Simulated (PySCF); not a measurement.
# Identify the compound

An unknown has the formula C$_{4}$H$_{9}$Cl. Its calculated NMR data are:

¹H NMR (400 MHz, computed): δ 1.59 (s, 9H).

¹³C{¹H} NMR (computed): δ 69.4 (C), 36.4 (CH3, 3C).

Calculated, not measured (PySCF 2.14): PBE0/pcSseg-1 with gauge-including orbitals, GFN2-xTB structure. Relativity neglected, a single conformation, no solvent, fast rotation and ring inversion assumed for equivalent nuclei.

Shifts are taken against calculated references (same method and geometry level): ¹H (31.72 ppm) and ¹³C (186.93 ppm) against TMS.

What is the structure?

Results:


Rings plus π bonds: 0. 2 carbon signals for 4 carbons: some carbons are equivalent by symmetry or fast rotation. Carbon types of the structure: 1 × C, 3 × CH3, which accounts for all hydrogens. δC 69.4: fully substituted sp3 carbon bonded to Cl; pulled downfield by the heteroatom. δC 36.4: methyl carbon; saturated and bonded to C and H only. δH 1.59: hydrogen on a methyl carbon.

The compound is SMILES CC(C)(C)Cl.

This is the structure that produced the data.

Carbons that carry Cl, above all several Cl atoms, come out too deshielded, partly because spin–orbit coupling is missing. Shifts are as computed. Against solution values, carbons near 30 ppm lie about +3 ppm off and those near 130 ppm about +5 ppm. Of 246 compounds with measured shifts, 49 miss one by over three times the rms of a fit or turn the order of signals round; such compounds aren't used in these exercises.
